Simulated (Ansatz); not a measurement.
Geometry optimisation, RKS PBE0-D4/def2-SVP in Ansatz.

The input (input.yaml):

```yaml
crystal:
  periodic: [false, false, false]
  atoms:
    - { symbol: Al, position_ang: [0.0, 0.0, 0.0] }
    - { symbol: Cl, position_ang: [1.5382, 0.0, 1.8812] }
    - { symbol: H, position_ang: [1.7598, 0.0, 0.023] }
    - { symbol: Cl, position_ang: [-1.9312, 0.0, -1.115] }
basis:
  gaussian: { orbitals: def2-SVP }
hamiltonian:
  xc: pbe0
  dispersion: d4
relax:
  f_tol: 0.15
  max_steps: 25
  restrain:
    - { distance: [1, 2], at: 1.37, k: 30.0 }
    - { distance: [0, 1], at: 3.43, k: 30.0 }
    - { distance: [0, 2], at: 2.76, k: 30.0 }
output:
  orbitals: {}
```

Launched with:

```bash
$ ansatz run input.yaml --threads 1 --pin off --max-ram 2048MiB --backend cpu --events-out ev --progress --plain --runs-dir out
```

Q: Where does it end, and by what steps?

A: The run converged. The restraints hold the end off the free minimum; the threshold counts their pulls, which the force column leaves out. Restrained pairs: Cl2–H3 (1.87 → 1.33 Å), Al1–Cl2 (2.43 → 3.43 Å), Al1–H3 (1.76 → 2.76 Å). After 14 steps the energy has fallen by 1.104 eV (the restraints' own energy left out); Al1 moved furthest, 1.13 Å.

```
step  energy less start (eV)  largest force component (eV/Å)  accepted
   0                  0.0000                           1.599       yes
   1                  0.6164                           3.109       yes
   2                  1.1300                           6.021       yes
   3                  0.4478                           6.654       yes
   4                 -0.7309                           2.769       yes
   5                 -0.9769                           1.524       yes
   6                 -0.9957                           1.391       yes
   7                 -1.0346                           1.162       yes
   8                 -1.0690                           0.913       yes
   9                 -1.0794                           0.991       yes
  10                 -1.0870                           1.026       yes
  11                 -1.0911                           1.050       yes
  12                 -1.0943                           1.205       yes
  13                 -1.1037                           1.099       yes
  14                 -1.1041                           1.098       yes
```

```xyz
4
Properties=species:S:1:pos:R:3
Al -0.105 0.000 -1.121
Cl 1.592 0.000 1.859
H 2.050 0.000 0.607
Cl -2.170 0.000 -0.556
```

Time of the run: 21 s on 1 thread of Arm Neoverse V2, on a shared host, peak memory 0.11 GiB.
